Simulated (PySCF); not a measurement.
CH6Si, SMILES C[SiH3].

Geometry optimised at B3LYP-D3(BJ)/def2-TZVP. The isomer is the one that the SMILES or the coordinates give; other isomers of the formula were not compared.

Calculation: SMD-B3LYP/6-31G* (PySCF).

Solvation free energies are E(SMD) − E(gas) at the gas-phase geometry, for 1 M in both phases. In vacuum the dipole moment is 0.81 D.

### Question
Estimate the solvation free energies in water, ethylethanoate, acetonitrile. (An estimate is asked for; the answer gives what the named calculation found.)

### Answer

```json
[
 {"solvent": "water", "ΔG(solv) (kcal/mol)": "2.2", "its non-electrostatic (CDS) part": "3.0", "dipole (D)": "1.05"},
 {"solvent": "ethylethanoate", "ΔG(solv) (kcal/mol)": "-0.6", "its non-electrostatic (CDS) part": "0.0", "dipole (D)": "0.99"},
 {"solvent": "acetonitrile", "ΔG(solv) (kcal/mol)": "-0.5", "its non-electrostatic (CDS) part": "0.4", "dipole (D)": "1.04"}
]
```
